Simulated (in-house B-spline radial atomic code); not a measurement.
RPA and G0W0 for neutral helium, 1s2, as one setting changes: the highest l of the empty states. Start: PBE. A dash marks a level of low quasi-particle weight. Computed with an all-electron radial atomic-structure program (B-spline basis): all electrons, non-relativistic, point nucleus, each spin shell either full or empty, empty states to the listed l with an (l + 1/2)⁻⁴ tail; G0W0 by contour deformation at full frequency.

| highest l of the empty states | RPA summed (Eh) | RPA extrapolated (Eh) | G0W0 level (eV) |
| --- | --- | --- | --- |
| 2 | -0.08078 | -0.083986 | 1s -23.430 |
| 3 | -0.082748 | -0.084241 | 1s -23.437 |
| 4 | ? | ? | ? |
| 5 | -0.083831 | -0.084302 | 1s -23.440 |
| 6 | -0.084005 | -0.084304 | 1s -23.440 |
| 7 | -0.084103 | -0.084303 | 1s -23.440 |
| 8 | ? | ? | ? |
| 9 | -0.084197 | -0.084294 | 1s -23.440 |
| 10 | -0.084219 | -0.084286 | 1s -23.440 |
| 11 | -0.084234 | -0.084284 | 1s -23.440 |

(1) What belongs in the row for 4?

(2) What belongs in the row for 8?

## Answers

(1) RPA summed (Eh): -0.083492; RPA extrapolated (Eh): -0.08429; G0W0 level (eV): 1s -23.439.

(2) RPA summed (Eh): -0.084161; RPA extrapolated (Eh): -0.084299; G0W0 level (eV): 1s -23.440.
